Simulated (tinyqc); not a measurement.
Hueckel theory of the pi electrons with the omega technique, for the molecule c1c[cH+]1 (SMILES; centres numbered as the heavy atoms are written), step by step. One step of it, computed by the program tinyqc.

Question. Energy, charges, bond orders. E = sum n x; q_r = z_r - P_rr; bond order p = P_rs; free valence = sqrt(3) - sum of p over the bonds of the atom.

x values: [2.466667, -0.533333, -0.533333]

occupations: [2.000000, 0.000000, 0.000000]

charge and bond-order matrix P, order 1C, 2C, 3C:
$$\begin{pmatrix}
0.666667 & 0.666667 & 0.666667 \\
0.666667 & 0.666667 & 0.666667 \\
0.666667 & 0.666667 & 0.666667
\end{pmatrix}$$

Centres:
```
centre  z_r, pi electrons of the neutral centre         h
1C                                            1  0.000000
2C                                            1  0.000000
3C                                            1  0.000000
```

Bonds:
```
i  j  k
1  2  1
2  3  1
3  1  1
```

Give: pi energy = 2 alpha + this times beta; pi charges; Bond orders and lengths from R = 1.517 - 0.180 p; free valence of the carbons; gap between the highest filled and the next level.

Answer.

pi energy = 2 alpha + this times beta = 4.933

pi charges: 1C 0.333, 2C 0.333, 3C 0.333

Bond orders and lengths from R = 1.517 - 0.180 p (angstrom, C-C alone):
```
bond      p      R
1-2   0.667  1.397
2-3   0.667  1.397
3-1   0.667  1.397
```

free valence of the carbons: 1C 0.399, 2C 0.399, 3C 0.399

gap between the highest filled and the next level = 3.000 |beta|
